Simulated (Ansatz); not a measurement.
C₄H₉Cl, SMILES `CC(C)CCl`. The species carries charge 0 and has multiplicity 1. Geometry: relaxed with PBE0-D4/def2-TZVP. It is one conformer, not always the lowest.

```xyz
14

C     0.026    0.903    1.174
C    -0.381   -0.067    0.071
C    -0.267    0.579   -1.299
C     0.470   -1.316    0.187
Cl   -0.047   -2.614   -0.927
H     1.071    1.209    1.060
H    -0.088    0.459    2.166
H    -0.587    1.806    1.138
H    -1.424   -0.364    0.235
H    -0.908    1.461   -1.366
H     0.762    0.900   -1.490
H    -0.558   -0.113   -2.091
H     0.416   -1.739    1.190
H     1.515   -1.103   -0.048
```

**Question.** What is the dipole moment at r2SCAN/def2-TZVPP? (An estimate is asked.)

**Answer.** Ansatz gave: 2.10 D, with components (0.31, 1.70, 1.19) D in this frame, pointing from negative to positive charge.

**Question.** And with PBE, B3LYP, ωB97M-V? (Estimate.)

**Answer.** Ansatz gave: PBE 1.97 D, B3LYP 2.03 D, ωB97M-V 2.02 D.

**Question.** Give the Mulliken charges with r2SCAN, B3LYP, PBE in def2-TZVPP. (Estimate.)

**Answer.** Ansatz gave: 
| atom | r2SCAN | B3LYP | PBE |
| --- | --- | --- | --- |
| C1 | -0.17 | -0.27 | -0.26 |
| C2 | 0.14 | 0.06 | 0.06 |
| C3 | -0.18 | -0.26 | -0.25 |
| C4 | -0.01 | -0.10 | -0.10 |
| Cl5 | -0.19 | -0.18 | -0.17 |
| H6 | 0.04 | 0.07 | 0.07 |
| H7 | 0.05 | 0.08 | 0.08 |
| H8 | 0.05 | 0.09 | 0.08 |
| H9 | -0.01 | 0.04 | 0.05 |
| H10 | 0.04 | 0.08 | 0.08 |
| H11 | 0.04 | 0.07 | 0.07 |
| H12 | 0.06 | 0.09 | 0.08 |
| H13 | 0.08 | 0.12 | 0.11 |
| H14 | 0.07 | 0.11 | 0.10 |

B3LYP here is the variant with VWN-RPA as its local correlation; programs differ in this.
